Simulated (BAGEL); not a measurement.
# C5H8 (cyclopentene): PBE0/def2-SVP (density fitting with cc-pvqz-jkfit)

What is the energy change on altering one bond length of C5H8 (cyclopentene) at PBE0/def2-SVP (density fitting with cc-pvqz-jkfit)? 

The calculation is run with BAGEL 1.2.2.

2 further runs of the same task are left out: 2 set aside as unsound or not needed.

## 1. The structure to begin with

C5H8: 13 atoms, total charge 0, spin state singlet. SMILES: `C1=CCCC1`. The coordinates come from a PBE0-D4/def2-TZVP relaxation. This is one conformer, not always the lowest.

Bond lengths: C1–C2 1.328 Å, C2–C3 1.501 Å, C3–C4 1.538 Å, C1–C5 1.501 Å, C4–C5 1.538 Å, C1–H6 1.084 Å, C2–H7 1.084 Å, C3–H8 1.094 Å, C3–H9 1.098 Å, C4–H10 1.091 Å, C4–H11 1.093 Å, C5–H12 1.094 Å, C5–H13 1.098 Å. Some angles: C1–C2–C3 111.9°, C2–C1–C5 111.9°, C2–C3–C4 102.9°, C3–C4–C5 105.5°, C1–C5–C4 102.9°, C1–C2–H7 125.0°, C3–C2–H7 123.1°, C2–C1–H6 125.0°, C5–C1–H6 123.1°, C2–C3–H8 113.1°.

## 2. A single-point energy at PBE0/def2-SVP (density fitting with cc-pvqz-jkfit)

The input, dft.json:

```json
{ "bagel" : [

{
  "title" : "molecule",
  "basis" : "svp",
  "df_basis" : "cc-pvqz-jkfit",
  "angstrom" : true,
  "geometry" : [
    { "atom" : "C", "xyz" : [      -0.781630,       1.076990,       0.235430 ] },
    { "atom" : "C", "xyz" : [      -0.724630,       0.102690,       1.136050 ] },
    { "atom" : "C", "xyz" : [       0.255710,      -0.964820,       0.745600 ] },
    { "atom" : "C", "xyz" : [       0.545640,      -0.643130,      -0.730230 ] },
    { "atom" : "C", "xyz" : [       0.150340,       0.831670,      -0.915370 ] },
    { "atom" : "H", "xyz" : [      -1.387920,       1.971110,       0.325230 ] },
    { "atom" : "H", "xyz" : [      -1.277800,       0.085360,       2.068150 ] },
    { "atom" : "H", "xyz" : [      -0.135030,      -1.976810,       0.884760 ] },
    { "atom" : "H", "xyz" : [       1.159140,      -0.895520,       1.365520 ] },
    { "atom" : "H", "xyz" : [       1.579850,      -0.844600,      -1.013730 ] },
    { "atom" : "H", "xyz" : [      -0.091390,      -1.265910,      -1.363410 ] },
    { "atom" : "H", "xyz" : [      -0.310970,       1.022730,      -1.888430 ] },
    { "atom" : "H", "xyz" : [       1.018670,       1.500240,      -0.849580 ] }
  ]
},

{
  "title" : "ks",
  "xc_func" : "pbe0"
},

{
  "title" : "print",
  "file" : "orbitals.molden",
  "orbitals" : true
}

]}
```

Command:

```
$ BAGEL_NUM_THREADS=1 BAGEL dft.json > dft.out
```

What it wrote:

```text
* using 1 threads per process

  ===============================================================
  ===============================================================

  *** Geometry ***

  { "atom" : "C", "xyz" : [     -1.477067,      2.035216,      0.444898 ] },
  { "atom" : "C", "xyz" : [     -1.369352,      0.194056,      2.146823 ] },
  { "atom" : "C", "xyz" : [      0.483222,     -1.823246,      1.408980 ] },
  { "atom" : "C", "xyz" : [      1.031110,     -1.215340,     -1.379935 ] },
  { "atom" : "C", "xyz" : [      0.284101,      1.571629,     -1.729799 ] },
  { "atom" : "H", "xyz" : [     -2.622789,      3.724858,      0.614596 ] },
  { "atom" : "H", "xyz" : [     -2.414692,      0.161307,      3.908237 ] },
  { "atom" : "H", "xyz" : [     -0.255170,     -3.735630,      1.671954 ] },
  { "atom" : "H", "xyz" : [      2.190457,     -1.692288,      2.580459 ] },
  { "atom" : "H", "xyz" : [      2.985484,     -1.596063,     -1.915672 ] },
  { "atom" : "H", "xyz" : [     -0.172702,     -2.392223,     -2.576471 ] },
  { "atom" : "H", "xyz" : [     -0.587648,      1.932680,     -3.568616 ] },
  { "atom" : "H", "xyz" : [      1.925007,      2.835043,     -1.605474 ] },

  Number of auxiliary basis functions:      938

  Since a DF basis is specified, we compute 2- and 3-index integrals:
    o Being stored without compression. Storage requirement is 0.091 GB

  Number of basis functions:      110
  Number of electrons      :       38

    * METHOD: MOLECULE                             1.93

  *** Kohn-Sham DFT ***

    * Removing 27887 points whose weight is below 1.00e-10
    * Grid points: 165891

  === Nuclear Repulsion ===
   172.0753077578

       - DIIS with orbital gradients will be used.

  === KS iteration (pbe0 / svp) ===
      0       -158.00728842          0.14382048           1.11
      1       -162.07140991          0.11805461           1.09
      2       -167.62247904          0.15344999           1.09
      3       -191.40264965          0.06294139           1.09
      4       -193.23194601          0.04915592           1.09
      5       -194.24071965          0.03361661           1.09
      6       -194.73195283          0.01728816           1.09
      7       -194.93670694          0.00399234           1.09
      8       -194.94624958          0.00156168           1.09
      9       -194.94794261          0.00017467           1.09
     10       -194.94795129          0.00012665           1.09
     11       -194.94796284          0.00001771           1.09
     12       -194.94796303          0.00000631           1.09
     13       -194.94796305          0.00000150           1.10
     14       -194.94796305          0.00000034           1.09
     15       -194.94796305          0.00000016           1.09
     16       -194.94796305          0.00000006           1.13
     17       -194.94796305          0.00000003           1.15
     18       -194.94796305          0.00000001           1.11
     19       -194.94796305          0.00000000           1.12
    * SCF iteration converged.

    * Permanent dipole moment:
           (   -0.068753,     0.020203,     0.026271) a.u.

    * METHOD: KS                                  23.89

    * METHOD: PRINT                                0.04

  ===============================================================
```

Run time: 26 s. Hardware: 1 thread of Arm Neoverse N1, shared host; peak memory 0.83 GiB.

## 3. The distorted shape at the same level

The input, input.json:

```json
{ "bagel": [

{
  "title": "molecule",
  "basis": "svp",
  "df_basis": "cc-pvqz-jkfit",
  "angstrom": true,
  "geometry": [
    { "atom": "C", "xyz": [   -0.723036,    1.228744,    0.214562 ] },
    { "atom": "C", "xyz": [   -0.666036,    0.254444,    1.115182 ] },
    { "atom": "C", "xyz": [    0.314304,   -0.813066,    0.724732 ] },
    { "atom": "C", "xyz": [    0.604234,   -0.491376,   -0.751098 ] },
    { "atom": "C", "xyz": [    0.208934,    0.983424,   -0.936238 ] },
    { "atom": "H", "xyz": [   -1.329326,    2.122864,    0.304362 ] },
    { "atom": "H", "xyz": [   -1.219206,    0.237114,    2.047282 ] },
    { "atom": "H", "xyz": [   -0.135030,   -1.976810,    0.884760 ] },
    { "atom": "H", "xyz": [    1.217734,   -0.743766,    1.344652 ] },
    { "atom": "H", "xyz": [    1.638444,   -0.692846,   -1.034598 ] },
    { "atom": "H", "xyz": [   -0.032796,   -1.114156,   -1.384278 ] },
    { "atom": "H", "xyz": [   -0.252376,    1.174484,   -1.909298 ] },
    { "atom": "H", "xyz": [    1.077264,    1.651994,   -0.870448 ] }
  ]
},
{ "title": "ks", "xc_func": "pbe0" },
{ "title": "print", "file": "orbitals.molden", "orbitals": true }

]}
```

Command:

```
$ BAGEL_NUM_THREADS=1 BAGEL input.json > input.out
```

What it wrote:

```text
* using 1 threads per process

  ===============================================================
  ===============================================================

  *** Geometry ***

  { "atom" : "C", "xyz" : [     -1.366340,      2.321990,      0.405463 ] },
  { "atom" : "C", "xyz" : [     -1.258626,      0.480829,      2.107389 ] },
  { "atom" : "C", "xyz" : [      0.593948,     -1.536472,      1.369545 ] },
  { "atom" : "C", "xyz" : [      1.141837,     -0.928566,     -1.419370 ] },
  { "atom" : "C", "xyz" : [      0.394828,      1.858402,     -1.769233 ] },
  { "atom" : "H", "xyz" : [     -2.512062,      4.011632,      0.575161 ] },
  { "atom" : "H", "xyz" : [     -2.303965,      0.448081,      3.868802 ] },
  { "atom" : "H", "xyz" : [     -0.255170,     -3.735630,      1.671954 ] },
  { "atom" : "H", "xyz" : [      2.301184,     -1.405514,      2.541024 ] },
  { "atom" : "H", "xyz" : [      3.096210,     -1.309289,     -1.955107 ] },
  { "atom" : "H", "xyz" : [     -0.061975,     -2.105450,     -2.615906 ] },
  { "atom" : "H", "xyz" : [     -0.476922,      2.219453,     -3.608050 ] },
  { "atom" : "H", "xyz" : [      2.035734,      3.121816,     -1.644908 ] },

  Number of auxiliary basis functions:      938

  Since a DF basis is specified, we compute 2- and 3-index integrals:
    o Being stored without compression. Storage requirement is 0.091 GB

  Number of basis functions:      110
  Number of electrons      :       38

    * METHOD: MOLECULE                             1.91

  *** Kohn-Sham DFT ***

    * Removing 27670 points whose weight is below 1.00e-10
    * Grid points: 166108

  === Nuclear Repulsion ===
   171.4009378023

       - DIIS with orbital gradients will be used.

  === KS iteration (pbe0 / svp) ===
      0       -157.96233708          0.14345526           1.12
      1       -161.45021030          0.11673545           1.09
      2       -167.85329502          0.14996973           1.09
      3       -191.07600278          0.06372866           1.12
      4       -191.36929378          0.06615702           1.09
      5       -194.08751103          0.03629172           1.09
      6       -194.41024596          0.02742391           1.09
      7       -194.82133837          0.01232548           1.09
      8       -194.92840504          0.00339847           1.09
      9       -194.93661901          0.00088533           1.09
     10       -194.93710331          0.00031331           1.09
     11       -194.93716119          0.00011242           1.09
     12       -194.93716936          0.00003528           1.09
     13       -194.93717009          0.00000406           1.09
     14       -194.93717010          0.00000227           1.09
     15       -194.93717010          0.00000070           1.09
     16       -194.93717010          0.00000013           1.09
     17       -194.93717010          0.00000005           1.09
     18       -194.93717010          0.00000001           1.09
    * SCF iteration converged.

    * Permanent dipole moment:
           (   -0.075862,    -0.041306,     0.047877) a.u.

    * METHOD: KS                                  22.65

    * METHOD: PRINT                                0.05

  ===============================================================
```

Wall time 25 s (1 thread of Arm Neoverse N1, shared host); peak memory 0.83 GiB.

## 4. What came out

At PBE0/def2-SVP (density fitting with cc-pvqz-jkfit):

```
                                                         quantity          value
                                        first shape: total energy  -194.94796 Eh
                                       first shape: dipole moment         0.19 D
                                         first shape: HOMO energy       -6.80 eV
                                         first shape: LUMO energy        0.82 eV
                                       first shape: HOMO–LUMO gap        7.62 eV
                                    distorted shape: total energy  -194.93717 Eh
                                   distorted shape: dipole moment         0.25 D
                                     distorted shape: HOMO energy       -6.80 eV
                                     distorted shape: LUMO energy        0.74 eV
                                   distorted shape: HOMO–LUMO gap        7.54 eV
energy change with the C3–H8 bond stretched from 1.094 to 1.258 Å       0.294 eV
```

With the C3–H8 bond stretched from 1.094 to 1.258 Å the energy rises by 0.29 eV (6.8 kcal/mol). The first shape isn't relaxed at this level, so the change isn't measured from a minimum.
